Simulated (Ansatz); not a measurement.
Basis-set series for H3NOSi (`N[Si]O`). Charge 0, multiplicity 1. Geometry: relaxed with PBE0-D4/def2-TZVP. It is one conformer, not always the lowest.

| functional | basis | functions | energy (Eh) | HOMO (eV) | LUMO (eV) |
| --- | --- | --- | --- | --- | --- |
| PBE0-D4 | def2-TZVPP | 146 | -421.12796 | -6.75 | -0.64 |
| PBE0-D4 | def2-QZVPP | 274 | -421.14629 | -6.81 | -0.75 |
| ωB97M-V | def2-TZVPP | 146 | -421.33571 | -8.90 | 1.34 |
| ωB97M-V | def2-QZVPP | 274 | -421.35317 | -8.97 | 1.12 |

Q: Give the rows for def2-SVP. (Best estimate.)

A: Ansatz gave: 
```
functional     basis  functions  energy (Eh)  HOMO (eV)  LUMO (eV)
   PBE0-D4  def2-SVP         61   -420.85464      -6.56      -0.35
   ωB97M-V  def2-SVP         61   -421.05754      -8.68       1.78
```

Positive LUMOs are unbound and depend on the basis.
